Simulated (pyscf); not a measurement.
**Hydrogen abstraction: `[CH3][SiH2][CH3]` + `[H]` [doublet] → `[CH3][SiH][CH3]` [doublet] + `[H][H]`**

Gas phase, doublet surface, charge 0. Bonds broken: Si2–H7. Bonds formed: H7–H12. Single points on ωB97X-D3(BJ)/def2-SVP structures (PySCF, gas phase).

Transition state (Å):

```xyz
12

C     -1.0587    -0.6439    -1.0696
Si    -0.3154     0.5090     0.2174
C     -1.5907     1.0614     1.4848
H     -1.4846    -1.5402    -0.5906
H     -0.2974    -0.9735    -1.7941
H     -1.8649    -0.1399    -1.6277
H      0.8482    -0.2778     0.9841
H      0.3132     1.6952    -0.4436
H     -1.1381     1.7209     2.2419
H     -2.0253     0.1927     2.0048
H     -2.4118     1.6137     0.9987
H      1.6525    -0.9138     1.5747
```

One imaginary mode, 909i cm⁻¹; descent along it reached the two sides named.

```tsv
bond	change	reactant side (Å)	saddle	product side
Si2–H7	breaks	1.496	1.600	3.3
H7–H12	forms	3.4	1.183	0.761
```

Electronic energies relative to the separated reactants (kcal/mol):

```json
[
 {"level": "ωB97X-D3(BJ)/def2-TZVP", "barrier": "4.4", "reaction energy": "-9.6", "reverse barrier": "14.0"},
 {"level": "PBE/def2-TZVP", "barrier": "-0.4", "reaction energy": "-12.8", "reverse barrier": "12.4"},
 {"level": "r²SCAN/def2-TZVP", "barrier": "-1.3", "reaction energy": "-13.9", "reverse barrier": "12.7"},
 {"level": "B3LYP-D3(BJ)/def2-TZVP", "barrier": "-0.2", "reaction energy": "-13.5", "reverse barrier": "13.3"},
 {"level": "PBE0-D3(BJ)/def2-TZVP", "barrier": "1.4", "reaction energy": "-11.1", "reverse barrier": "12.5"},
 {"level": "M06-2X/def2-TZVP", "barrier": "5.1", "reaction energy": "-12.9", "reverse barrier": "18.0"},
 {"level": "ωB97M-D3(BJ)/def2-TZVP", "barrier": "4.5", "reaction energy": "-9.5", "reverse barrier": "14.0"},
 {"level": "HF/def2-TZVP", "barrier": "13.6", "reaction energy": "-5.4", "reverse barrier": "19.0"}
]
```

With ωB97M-D3(BJ)/def2-TZVP energies and thermal terms (ideal gas, 1 atm, RRHO with modes under 100 cm⁻¹ raised to 100, one conformer, R ln 2 for rigid chiral ones), in kcal/mol:

```
T (K)  ΔH‡   ΔG‡    ΔH     ΔG
-----  ---  ----  ----  -----
298    2.9   8.6  -8.6  -10.5
600    2.7  14.5  -8.6  -12.6
900    2.6  20.4  -9.1  -14.4
1200   2.5  26.4  -9.7  -16.1
```

At PBE, r²SCAN, B3LYP-D3(BJ) this geometry lies under the reactants; that is no barrier but a single point on another level's saddle; such a level's own saddle, if it has one, lies nearer that side and is low. This is the saddle that the search found; another between the same sides may lie lower. The angle at the transferred H is 176°.
